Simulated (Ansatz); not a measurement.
C$_{2}$H$_{10}$Si, singlet: a nudged elastic band.

Input (in.yaml):

```yaml
crystal:
  periodic: [false, false, false]
  atoms:
    - {symbol: Si, position_ang: [-0.938021, -0.195325, 0.086344]}
    - {symbol: C, position_ang: [0.275342, -1.608644, 0.266915]}
    - {symbol: H, position_ang: [-2.289983, -0.736370, -0.235327]}
    - {symbol: H, position_ang: [-1.051291, 0.531380, 1.384502]}
    - {symbol: C, position_ang: [-0.406669, 0.999265, -1.252650]}
    - {symbol: H, position_ang: [2.213854, 1.532394, 1.624796]}
    - {symbol: H, position_ang: [1.496226, 1.443335, 1.810337]}
    - {symbol: H, position_ang: [-0.042855, -2.301765, 1.048954]}
    - {symbol: H, position_ang: [0.360017, -2.170073, -0.666960]}
    - {symbol: H, position_ang: [1.268964, -1.236910, 0.529102]}
    - {symbol: H, position_ang: [-0.336033, 0.493742, -2.219068]}
    - {symbol: H, position_ang: [0.571483, 1.429524, -1.023927]}
    - {symbol: H, position_ang: [-1.121033, 1.819547, -1.353017]}
basis:
  gaussian: {orbitals: def2-SVPD}
hamiltonian: {xc: lda}
neb:
  images: 7
  climbing: true
  max_iterations: 25
  initial_path: idpp
  final_atoms:
    - {symbol: Si, position_ang: [-1.137713, 1.166584, 0.621969]}
    - {symbol: C, position_ang: [1.263700, -1.991248, 0.296159]}
    - {symbol: H, position_ang: [-1.906438, -0.101731, 0.745501]}
    - {symbol: H, position_ang: [-2.062470, 2.297721, 0.906192]}
    - {symbol: C, position_ang: [-0.399933, 1.331837, -1.088676]}
    - {symbol: H, position_ang: [1.862769, -1.087516, 0.406722]}
    - {symbol: H, position_ang: [-0.071666, 1.166626, 1.660081]}
    - {symbol: H, position_ang: [0.358956, -1.903520, 0.897061]}
    - {symbol: H, position_ang: [0.993109, -2.126788, -0.750915]}
    - {symbol: H, position_ang: [1.841879, -2.850698, 0.634007]}
    - {symbol: H, position_ang: [0.277445, 0.501745, -1.299143]}
    - {symbol: H, position_ang: [0.163578, 2.263106, -1.179108]}
    - {symbol: H, position_ang: [-1.183216, 1.333981, -1.849851]}
```

Command:

```bash
ansatz run in.yaml --threads 4 --pin off --events-out ev --progress --plain --max-ram 9574MiB
```

What Ansatz 0.2.0 printed:

```
Functional definition: SPW92
  name "SPW92"
  cite "Dirac, Proc. Camb. Phil. Soc. 26, 376 (1930) doi:10.1017/S0305004100016108"
  cite "Slater, Phys. Rev. 81, 385 (1951) doi:10.1103/PhysRev.81.385"
  cite "Perdew & Wang, Phys. Rev. B 45, 13244 (1992) doi:10.1103/PhysRevB.45.13244"
  exchange = slater_x
  correlation = pw_c
1206 factors; their error is unknown
mean field evaluation 1: about -10042.3744 eV, gradient 7.5e1 eV
mean field evaluation 2: about -10022.6176 eV, gradient 1.1e2 eV
mean field evaluation 4: about -10055.9966 eV, gradient 4.0e0 eV
mean field evaluation 8: about -10056.0481 eV, gradient 4.6e-2 eV
mean field evaluation 16: about -10056.0092 eV, gradient 3.5e-5 eV
mean field -10056.00916339 eV, -369.5515205467 hartree, gradient 3.5e-5 eV, S^2 0.000000; 0 other end points of the search recorded, 0 dependent functions left out
the calculation of the forces begins
reference -10056.00920742 eV, -369.5515221648 hartree; 18, 18 occupied and 126, 126 virtual orbitals, 1206 factors
1206 factors; their error is unknown
mean field evaluation 32: about -10056.3288 eV, gradient 3.8e-4 eV
mean field -10056.32881024 eV, -369.5632673518 hartree, gradient 2.3e-5 eV, S^2 0.000000; 0 other end points of the search recorded, 0 dependent functions left out
the calculation of the forces begins
reference -10056.32885291 eV, -369.5632689199 hartree; 18, 18 occupied and 126, 126 virtual orbitals, 1206 factors
WARN: NEB end point (image 0): max|allowed force component| = 1.235e0 eV/Å (the criterion of neb.relax_end_points is 1.000e-2). That is over neb.f_tol: it is no minimum, so the barrier can be far off. Relax it first
WARN: NEB end point (image 8): max|allowed force component| = 5.046e-1 eV/Å (the criterion of neb.relax_end_points is 1.000e-2). That is over neb.f_tol: it is no minimum, so the barrier can be far off. Relax it first
1206 factors; their error is unknown
mean field -10054.79124483 eV, -369.5067628650 hartree, gradient 5.9e-5 eV, S^2 0.000000; 0 other end points of the search recorded, 0 dependent functions left out
the calculation of the forces begins
reference -10054.79128893 eV, -369.5067644860 hartree; 18, 18 occupied and 126, 126 virtual orbitals, 1206 factors
1206 factors; their error is unknown
mean field evaluation 64: about -10052.3916 eV, gradient 4.9e-3 eV
mean field -10052.39156485 eV, -369.4185762525 hartree, gradient 1.0e-5 eV, S^2 0.000000; 0 other end points of the search recorded, 0 dependent functions left out
the calculation of the forces begins
reference -10052.39161042 eV, -369.4185779272 hartree; 18, 18 occupied and 126, 126 virtual orbitals, 1206 factors
1206 factors; their error is unknown
mean field -10049.98841097 eV, -369.3302619765 hartree, gradient 7.0e-6 eV, S^2 0.000000; 0 other end points of the search recorded, 0 dependent functions left out
the calculation of the forces begins
reference -10049.98845882 eV, -369.3302637348 hartree; 18, 18 occupied and 126, 126 virtual orbitals, 1206 factors
1206 factors; their error is unknown
mean field evaluation 96: about -10035.2878 eV, gradient 4.5e1 eV
mean field -10047.96315662 eV, -369.2558352519 hartree, gradient 3.7e-5 eV, S^2 0.000000; 3 other end points of the search recorded, 0 dependent functions left out
the calculation of the forces begins
reference -10047.96320627 eV, -369.2558370765 hartree; 18, 18 occupied and 126, 126 virtual orbitals, 1206 factors
1206 factors; their error is unknown
mean field evaluation 128: about -9957.7978 eV, gradient 1.4e2 eV
mean field -10049.30678943 eV, -369.3052128468 hartree, gradient 4.1e-5 eV, S^2 0.000000; 0 other end points of the search recorded, 0 dependent functions left out
the calculation of the forces begins
reference -10049.30683371 eV, -369.3052144740 hartree; 18, 18 occupied and 126, 126 virtual orbitals, 1206 factors
1206 factors; their error is unknown
mean field evaluation 160: about -10051.9279 eV, gradient 7.1e-2 eV
mean field -10051.92790490 eV, -369.4015370638 hartree, gradient 1.9e-5 eV, S^2 0.000000; 0 other end points of the search recorded, 0 dependent functions left out
the calculation of the forces begins
reference -10051.92794841 eV, -369.4015386627 hartree; 18, 18 occupied and 126, 126 virtual orbitals, 1206 factors
1206 factors; their error is unknown
mean field -10054.76563128 eV, -369.5058215846 hartree, gradient 6.5e-5 eV, S^2 0.000000; 0 other end points of the search recorded, 0 dependent functions left out
the calculation of the forces begins
reference -10054.76567436 eV, -369.5058231678 hartree; 18, 18 occupied and 126, 126 virtual orbitals, 1206 factors
NEB iter   1: max|band force component| = 3.678e0 eV/Å  barrier→ = 8.0460 eV  barrier← = 8.3657 eV  Δτ_max = 0.2000 Å  (351 SCF iters)
NEB iter   2: max|band force component| = 3.650e0 eV/Å  barrier→ = 6.2242 eV  barrier← = 6.5439 eV  Δτ_max = 0.1009 Å  (231 SCF iters)
NEB iter   3: max|band force component| = 3.938e0 eV/Å  barrier→ = 5.6616 eV  barrier← = 5.9813 eV  Δτ_max = 0.1003 Å  (203 SCF iters)
NEB iter   4: max|band force component| = 3.948e0 eV/Å  barrier→ = 5.1572 eV  barrier← = 5.4768 eV  Δτ_max = 0.2000 Å  (200 SCF iters)
NEB iter   5: max|band force component| = 3.333e0 eV/Å  barrier→ = 4.0191 eV  barrier← = 4.3388 eV  Δτ_max = 0.2000 Å  (196 SCF iters)
NEB iter   6: max|band force component| = 2.694e0 eV/Å  barrier→ = 3.3327 eV  barrier← = 3.6523 eV  Δτ_max = 0.2000 Å  (194 SCF iters)
NEB iter   7: max|band force component| = 2.273e0 eV/Å  barrier→ = 2.6569 eV  barrier← = 2.9765 eV  Δτ_max = 0.2000 Å  (199 SCF iters)
NEB iter   8: max|band force component| = 1.299e0 eV/Å  barrier→ = 2.1953 eV  barrier← = 2.5150 eV  Δτ_max = 0.2000 Å  (201 SCF iters)
NEB iter   9: max|band force component| = 1.592e0 eV/Å  barrier→ = 1.9943 eV  barrier← = 2.3140 eV  Δτ_max = 0.1018 Å  (205 SCF iters)
NEB iter  10: max|band force component| = 1.020e0 eV/Å  barrier→ = 2.1578 eV  barrier← = 2.4775 eV  Δτ_max = 0.1015 Å  (191 SCF iters)
NEB iter  11: max|band force component| = 8.403e-1 eV/Å  barrier→ = 2.4846 eV  barrier← = 2.8042 eV  Δτ_max = 0.1017 Å  (187 SCF iters)
NEB iter  12: max|band force component| = 1.025e0 eV/Å  barrier→ = 2.6094 eV  barrier← = 2.9291 eV  CI = image 4  Δτ_max = 0.2000 Å  (191 SCF iters)
NEB iter  13: max|band force component| = 9.222e-1 eV/Å  barrier→ = 2.5895 eV  barrier← = 2.9092 eV  CI = image 4  Δτ_max = 0.0984 Å  (200 SCF iters)
NEB iter  14: max|band force component| = 6.215e-1 eV/Å  barrier→ = 2.5162 eV  barrier← = 2.8359 eV  CI = image 4  Δτ_max = 0.0501 Å  (190 SCF iters)
NEB iter  15: max|band force component| = 4.385e-1 eV/Å  barrier→ = 2.4810 eV  barrier← = 2.8007 eV  CI = image 4  Δτ_max = 0.1004 Å  (191 SCF iters)
NEB iter  16: max|band force component| = 2.479e-1 eV/Å  barrier→ = 2.4370 eV  barrier← = 2.7567 eV  CI = image 4  Δτ_max = 0.1764 Å  (190 SCF iters)
NEB iter  17: max|band force component| = 2.744e-1 eV/Å  barrier→ = 2.4031 eV  barrier← = 2.7228 eV  CI = image 4  Δτ_max = 0.0861 Å  (188 SCF iters)
NEB iter  18: max|band force component| = 3.004e-1 eV/Å  barrier→ = 2.3925 eV  barrier← = 2.7121 eV  CI = image 4  Δτ_max = 0.0437 Å  (192 SCF iters)
NEB iter  19: max|band force component| = 1.929e-1 eV/Å  barrier→ = 2.3858 eV  barrier← = 2.7054 eV  CI = image 4  Δτ_max = 0.0874 Å  (188 SCF iters)
NEB iter  20: max|band force component| = 1.580e-1 eV/Å  barrier→ = 2.3714 eV  barrier← = 2.6911 eV  CI = image 4  Δτ_max = 0.0862 Å  (185 SCF iters)
NEB iter  21: max|band force component| = 1.280e-1 eV/Å  barrier→ = 2.3605 eV  barrier← = 2.6802 eV  CI = image 4  Δτ_max = 0.0862 Å  (193 SCF iters)
NEB iter  22: max|band force component| = 1.059e-1 eV/Å  barrier→ = 2.3528 eV  barrier← = 2.6725 eV  CI = image 4  Δτ_max = 0.0863 Å  (192 SCF iters)
NEB iter  23: max|band force component| = 6.781e-2 eV/Å  barrier→ = 2.3477 eV  barrier← = 2.6673 eV  CI = image 4  Δτ_max = 0.0861 Å  (191 SCF iters)
NEB iter  24: max|band force component| = 5.130e-2 eV/Å  barrier→ = 2.3454 eV  barrier← = 2.6650 eV  CI = image 4  Δτ_max = 0.0862 Å  (192 SCF iters)
NEB iter  25: max|band force component| = 1.017e-1 eV/Å  barrier→ = 2.3460 eV  barrier← = 2.6656 eV  CI = image 4  Δτ_max = 0.0433 Å  (192 SCF iters)
Error: NEB band did not converge after 25 iterations: max|band force component| = 1.02e-1 eV/Å (threshold 5.0e-2); raise `neb.max_iterations` in a new run, which can start from the last band evaluated (`neb.initial_path`, with `crystal.atoms` and `neb.final_atoms` set to its first and last images), add images, or start from endpoints closer to local minima. Where this run's directory can be resumed (`checkpoint.write`), a resume goes on for up to `neb.max_iterations` more; to start a new run from the last band, take its images' positions from the `neb_iteration` event of iteration 25 (`data.images[].positions_ang`), in the event stream of the run that computed that iteration (not this run's, if it was resumed behind it). With `checkpoint.write`, `steps/00-neb/state/checkpoint.json` in the run directory holds the last saved band, under `neb.evaluated.images[].positions_ang` (a band under a hybrid functional on support functions is neither saved nor resumed: `neb.initial_path` says where its path is): check the last entry of `neb.iterations` there, which is earlier than 25 if that iteration was not saved or its write failed. If the band's step has no `state` directory and holds `state.next`, a write was cut short, and the file is under `state.next` instead (behind a loss of power it can be under `state.prev`)
a run's events are kept only if it was started with --events-out <file>, and are in that file

[the SCF lines of later steps are left out]
```

Hardware: 4 CPU threads of an Arm Neoverse V2, shared host. Wall time about 2.1 min.


The run did not converge within its limit.